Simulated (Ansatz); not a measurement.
Born–Oppenheimer molecular dynamics of C$_{3}$H$_{6}$N$_{2}$ (11 atoms, charge 0, multiplicity 1). It starts at the highest image of a converged band. Of that band: Neighbouring images differ by up to 1.4 eV, so the band resolves the path poorly. A vibrational analysis at the climbing image gives one clearly imaginary mode, 1376i cm⁻¹: a first-order saddle point.

Level of theory: Ansatz 0.2.0, RKS PBE0-D4/def2-SVP.

| Item | Value |
| --- | --- |
| ensemble | NVE (velocity Verlet) |
| time step | 0.5 fs |
| steps asked | 200 |
| starting velocities drawn for | 100 K |
| seed | 3615 |

Frames 2.5 fs apart, positions in Å, forces in eV/Å.

Velocities at 0.0 fs (Å/ps):

```
C 1.29 -0.92 -3.17
N -0.56 0.65 2.88
C 1.69 -0.92 -1.51
C 3.11 -2.56 -1.90
N -1.94 0.46 3.65
H -10.52 2.51 -13.55
H 0.81 8.00 0.35
H -5.12 6.53 1.07
H -16.69 1.93 -8.36
H 0.63 -3.62 9.29
H -6.94 21.59 -1.15
```

```xyz
11
Properties=species:S:1:pos:R:3:forces:R:3 time_fs=0.0 energy_less_start_eV=0.000 T=100
C -0.635 -0.259 -1.375 -0.01 -0.01 0.00
N -0.557 0.599 -0.216 0.00 0.00 -0.01
C -0.032 0.035 0.955 -0.01 0.00 0.00
C 1.109 0.742 1.581 0.01 0.01 0.00
N 1.384 -0.409 0.925 0.00 0.00 0.01
H -1.137 0.271 -2.198 0.00 0.00 0.00
H 0.346 -0.622 -1.742 0.00 0.01 0.01
H -1.244 -1.146 -1.139 0.00 0.00 0.00
H -0.172 1.515 -0.420 0.00 0.00 0.00
H -0.725 -0.584 1.542 0.01 -0.01 0.00
H 1.728 -0.198 2.109 0.00 0.00 0.00
11
Properties=species:S:1:pos:R:3:forces:R:3 time_fs=2.5 energy_less_start_eV=0.036 T=70
C -0.632 -0.261 -1.384 -0.65 0.69 -0.08
N -0.559 0.600 -0.210 -0.26 -0.28 -0.67
C -0.029 0.032 0.952 -0.30 -0.07 0.37
C 1.117 0.736 1.576 -0.26 0.48 0.02
N 1.379 -0.408 0.933 0.04 -0.50 -0.78
H -1.158 0.273 -2.224 0.43 -0.30 0.63
H 0.350 -0.604 -1.742 0.13 -0.15 -0.09
H -1.256 -1.132 -1.137 0.09 -0.17 -0.06
H -0.212 1.522 -0.439 0.14 0.13 0.20
H -0.720 -0.590 1.561 0.22 0.24 -0.31
H 1.716 -0.145 2.114 0.43 -0.06 0.78
11
Properties=species:S:1:pos:R:3:forces:R:3 time_fs=5.0 energy_less_start_eV=-0.004 T=104
C -0.633 -0.259 -1.392 -0.32 0.43 0.56
N -0.562 0.601 -0.206 -0.35 -0.16 -1.10
C -0.026 0.030 0.950 -0.13 0.21 0.27
C 1.123 0.732 1.572 0.01 0.05 0.27
N 1.375 -0.409 0.939 0.08 -0.71 -1.12
H -1.156 0.261 -2.218 0.20 0.02 0.23
H 0.360 -0.594 -1.747 -0.07 -0.15 -0.04
H -1.263 -1.126 -1.139 0.21 -0.18 -0.12
H -0.244 1.535 -0.446 0.14 -0.07 0.36
H -0.704 -0.584 1.564 -0.04 0.04 -0.18
H 1.725 -0.093 2.162 0.27 0.51 0.86
11
Properties=species:S:1:pos:R:3:forces:R:3 time_fs=7.5 energy_less_start_eV=-0.166 T=244
C -0.634 -0.256 -1.397 0.39 -0.16 1.33
N -0.566 0.600 -0.206 -0.44 -0.08 -1.04
C -0.024 0.028 0.950 0.21 0.55 -0.14
C 1.130 0.728 1.569 0.79 -1.44 0.74
N 1.370 -0.413 0.939 -0.10 -0.46 -1.21
H -1.145 0.250 -2.200 -0.30 0.53 -0.54
H 0.366 -0.592 -1.754 -0.27 -0.06 0.04
H -1.258 -1.132 -1.147 0.23 -0.11 -0.11
H -0.268 1.545 -0.433 0.14 -0.12 0.30
H -0.692 -0.576 1.557 -0.39 -0.30 0.09
H 1.749 -0.007 2.260 -0.26 1.65 0.54
11
Properties=species:S:1:pos:R:3:forces:R:3 time_fs=10.0 energy_less_start_eV=-0.695 T=698
C -0.634 -0.253 -1.396 0.17 0.12 0.79
N -0.572 0.599 -0.211 -0.57 -0.11 -0.52
C -0.021 0.029 0.949 0.05 0.54 -0.30
C 1.141 0.716 1.569 1.26 -3.18 0.94
N 1.365 -0.420 0.935 -0.34 0.16 -0.95
H -1.147 0.267 -2.208 -0.10 0.22 -0.17
H 0.358 -0.593 -1.759 -0.08 0.00 0.03
H -1.240 -1.143 -1.162 0.08 -0.06 -0.04
H -0.284 1.549 -0.402 0.17 0.05 0.03
H -0.699 -0.584 1.553 -0.16 -0.20 -0.09
H 1.759 0.176 2.391 -0.49 2.46 0.28
11
Properties=species:S:1:pos:R:3:forces:R:3 time_fs=12.5 energy_less_start_eV=-1.600 T=1475
C -0.634 -0.249 -1.392 -0.37 0.59 -0.25
N -0.581 0.598 -0.218 -0.54 0.09 0.14
C -0.018 0.033 0.946 -0.45 0.61 -0.16
C 1.157 0.689 1.574 0.83 -3.93 0.95
N 1.359 -0.425 0.926 0.26 0.72 -0.03
H -1.154 0.295 -2.224 0.32 -0.37 0.54
H 0.345 -0.596 -1.763 0.23 0.05 -0.03
H -1.217 -1.159 -1.179 -0.10 0.02 0.05
H -0.289 1.555 -0.370 0.12 -0.02 -0.24
H -0.715 -0.603 1.543 0.29 0.12 -0.38
H 1.741 0.501 2.536 -0.57 2.12 -0.61
11
Properties=species:S:1:pos:R:3:forces:R:3 time_fs=15.0 energy_less_start_eV=-2.220 T=2005
C -0.635 -0.243 -1.388 -0.13 0.20 -0.54
N -0.591 0.598 -0.225 -0.25 0.38 0.70
C -0.017 0.040 0.943 -0.69 0.87 0.02
C 1.178 0.644 1.585 -0.04 -1.81 2.39
N 1.355 -0.427 0.918 1.59 0.24 0.43
H -1.145 0.305 -2.213 0.16 -0.33 0.31
H 0.345 -0.594 -1.768 0.18 0.17 0.04
H -1.200 -1.172 -1.194 -0.16 0.19 0.11
H -0.288 1.558 -0.351 0.01 -0.20 -0.43
H -0.716 -0.616 1.513 0.30 0.16 -0.21
H 1.686 0.945 2.636 -0.98 0.12 -2.82
11
Properties=species:S:1:pos:R:3:forces:R:3 time_fs=17.5 energy_less_start_eV=-1.991 T=1810
C -0.636 -0.236 -1.387 0.60 -0.63 -0.12
N -0.603 0.598 -0.229 0.11 0.47 1.02
C -0.020 0.051 0.940 -0.38 0.83 0.20
C 1.198 0.590 1.607 -1.63 2.46 2.97
N 1.357 -0.429 0.911 2.56 -0.99 -0.14
H -1.129 0.298 -2.187 -0.38 0.21 -0.56
H 0.354 -0.583 -1.770 -0.06 0.25 0.15
H -1.192 -1.175 -1.201 -0.14 0.25 0.13
H -0.286 1.552 -0.358 0.00 -0.06 -0.49
H -0.700 -0.622 1.471 -0.08 -0.12 0.24
H 1.577 1.391 2.576 -0.60 -2.66 -3.41
11
Properties=species:S:1:pos:R:3:forces:R:3 time_fs=20.0 energy_less_start_eV=-1.654 T=1521
C -0.635 -0.231 -1.387 0.49 -0.56 -0.25
N -0.614 0.601 -0.228 0.41 0.61 0.94
C -0.024 0.066 0.938 0.03 0.00 0.70
C 1.210 0.548 1.643 -2.96 4.77 1.24
N 1.369 -0.435 0.903 2.45 -1.03 -0.37
H -1.132 0.300 -2.189 -0.32 0.18 -0.48
H 0.362 -0.557 -1.764 -0.06 0.14 0.12
H -1.192 -1.164 -1.201 -0.14 0.08 0.11
H -0.283 1.543 -0.394 0.04 0.11 -0.35
H -0.688 -0.633 1.443 -0.22 -0.15 0.39
H 1.435 1.685 2.322 0.29 -4.14 -2.05
11
Properties=species:S:1:pos:R:3:forces:R:3 time_fs=22.5 energy_less_start_eV=-1.647 T=1514
C -0.632 -0.230 -1.388 -0.39 0.14 -0.75
N -0.624 0.607 -0.223 0.68 0.96 0.47
C -0.029 0.081 0.939 0.12 -1.48 1.25
C 1.207 0.528 1.685 -3.27 3.98 -2.17
N 1.392 -0.445 0.894 1.36 0.41 0.52
H -1.152 0.311 -2.216 0.23 -0.32 0.38
H 0.367 -0.524 -1.751 0.15 -0.07 -0.02
H -1.201 -1.148 -1.194 -0.06 -0.12 0.04
H -0.279 1.538 -0.449 0.00 -0.04 0.02
H -0.687 -0.651 1.436 0.03 0.24 0.14
H 1.310 1.740 1.950 1.15 -3.68 0.13
11
Properties=species:S:1:pos:R:3:forces:R:3 time_fs=25.0 energy_less_start_eV=-1.307 T=1221
C -0.630 -0.227 -1.392 -0.69 0.16 -0.38
N -0.631 0.616 -0.217 0.85 0.86 0.03
C -0.032 0.088 0.946 0.00 -2.42 1.17
C 1.189 0.527 1.716 -2.79 -0.66 -4.80
N 1.421 -0.453 0.888 0.01 1.61 1.54
H -1.160 0.305 -2.225 0.32 -0.30 0.49
H 0.379 -0.495 -1.739 0.09 -0.22 -0.08
H -1.212 -1.139 -1.185 0.15 -0.12 -0.06
H -0.274 1.531 -0.502 0.03 -0.06 0.42
H -0.686 -0.656 1.438 0.08 0.31 -0.01
H 1.253 1.596 1.583 1.95 0.84 1.68
11
Properties=species:S:1:pos:R:3:forces:R:3 time_fs=27.5 energy_less_start_eV=-0.793 T=782
C -0.632 -0.225 -1.398 -0.07 -0.33 0.74
N -0.634 0.629 -0.210 0.83 0.05 -0.03
C -0.036 0.084 0.960 -0.24 -2.16 0.33
C 1.156 0.524 1.724 -1.64 -1.33 -4.83
N 1.450 -0.454 0.888 -0.96 1.51 1.72
H -1.152 0.284 -2.209 -0.14 0.25 -0.26
H 0.396 -0.477 -1.731 -0.24 -0.22 -0.01
H -1.215 -1.137 -1.180 0.28 -0.07 -0.11
H -0.267 1.522 -0.532 0.21 0.22 0.61
H -0.682 -0.646 1.441 -0.25 -0.17 0.15
H 1.312 1.487 1.304 2.22 2.26 1.68
```

Of the whole run (100 fs, mean temperature of the second half 1222 K): The conserved energy stayed within 0.58 meV per atom of its start (net change -0.077 meV per atom), so the integration is sound. The system heated up, since it started high on the potential surface and ran downhill. A run of 0.1 ps of so small a system gives no equilibrium averages. The orbitals stay closed-shell, which can raise the energy where a bond breaks towards radicals; this wasn't checked here.

Time of the run: 8 min on 2 threads of Arm Neoverse V1, with other jobs on the host, peak memory 0.2 GiB.
